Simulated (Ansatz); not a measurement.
# AlNH (sextet): from Hartree-Fock to the top rungs, cc-pVDZ

Aim: climb from Hartree-Fock through coupled cluster and multireference methods for AlNH (sextet) at one geometry and basis, and see what each rung misses.

Program: Ansatz 0.2.0, Gaussian basis. Level of theory: cc-pVDZ, core rule «outside noble gas», up to 6 orbitals frozen. These are calculated values, not measurements.

The runs, in order: UHF; CCSD(T) on ROHF; CCSD(T) on UHF; BCCD(T) on ROHF; CISD; CCSDT(Q) on ROHF; CCSDT(Q) on UHF; CCSDTQ on ROHF; CCSDTQ on UHF; CASSCF and MRCISD+Q, 9 electrons in 9 orbitals; CASSCF and NEVPT2, 9 electrons in 9 orbitals.

7 further runs of the same task are left out: 4 for a known fault of the program, 3 set aside as unsound or not needed.

## (1) What is computed

The geometry is a PBE0/def2-TZVP stationary point (not a proven minimum) of the parent state, kept for this charge and spin.

3 atoms, charge 0, spin multiplicity 6.

Atoms are counted from 1 here; the program's logs count them from 0.

Bond lengths: Al1–N2 1.909 Å, N2–H3 1.029 Å. Angles: Al1–N2–H3 108.4°.

## (2) UHF

File in.yaml:

```yaml
crystal:
  periodic: [false, false, false]
  atoms:
    - {symbol: Al, position_ang: [0.000000, -0.031887, 0.689947]}
    - {symbol: N, position_ang: [0.000000, 0.120874, -1.212902]}
    - {symbol: H, position_ang: [0.000000, -0.826124, -1.614269]}
basis:
  gaussian: {orbitals: cc-pVDZ}
magnetization: {spin_polarized: true, initial_magnetization: 5}
hamiltonian: {xc: hf}
output: {orbitals: {seedname: orbitals}}
```

On the command line:

```bash
> ansatz run in.yaml --threads 1 --pin off --events-out ev --progress --plain --max-ram 4096MiB --backend cpu
```

The runs that follow: CCSD(T) on ROHF; CCSD(T) on UHF; BCCD(T) on ROHF; CISD; CCSDT(Q) on ROHF; CCSDT(Q) on UHF; CCSDTQ on ROHF; CCSDTQ on UHF; CASSCF and MRCISD+Q, 9 electrons in 9 orbitals; CASSCF and NEVPT2, 9 electrons in 9 orbitals.

**Question.** What will the summary of the whole plan be? Wanted: UCCSDTQ below the RHF energy; RMP2 from UCCSDTQ; UMP2 from UCCSDTQ; RCCSD from UCCSDTQ; RCCSD(T) from UCCSDTQ; UCCSD(T) from UCCSDTQ; RCCSDT(Q) from UCCSDTQ; UCCSDT(Q) from UCCSDTQ; NEVPT2 valence from UCCSDTQ.

**Answer**, as computed:

| quantity | value |
| --- | --- |
| UCCSDTQ below the RHF energy | -4.0877 eV |
| RMP2 from UCCSDTQ | +734.7 meV |
| UMP2 from UCCSDTQ | +728.1 meV |
| RCCSD from UCCSDTQ | +83.6 meV |
| RCCSD(T) from UCCSDTQ | +18.7 meV |
| UCCSD(T) from UCCSDTQ | +17.0 meV |
| RCCSDT(Q) from UCCSDTQ | +2.2 meV |
| UCCSDT(Q) from UCCSDTQ | +0.5 meV |
| NEVPT2 valence from UCCSDTQ | +671.9 meV |
| MRCISD+Q valence from UCCSDTQ | +13.0 meV |
| levels within 1 kcal/mol (43 meV) | RCCSD(T), UCCSD(T), BCCD(T), RCCSDT, UCCSDT, RCCSDT(Q), UCCSDT(Q), RCCSDTQ, MRCISD+Q valence |
| T1 diagnostic | 0.017 |
| effectively unpaired electrons | 5.01 |

What this shows: RCCSD(T) lands +18.7 meV from the yardstick (0.5 % of the correlation energy). One determinant dominates. Of the multireference levels listed MRCISD+Q valence comes nearest in total energy (+13.0 meV), which doesn't show that its space is the better one. These misses are within one basis, not against nature; the frozen cores of restricted and unrestricted runs differ, which can shift their rows.
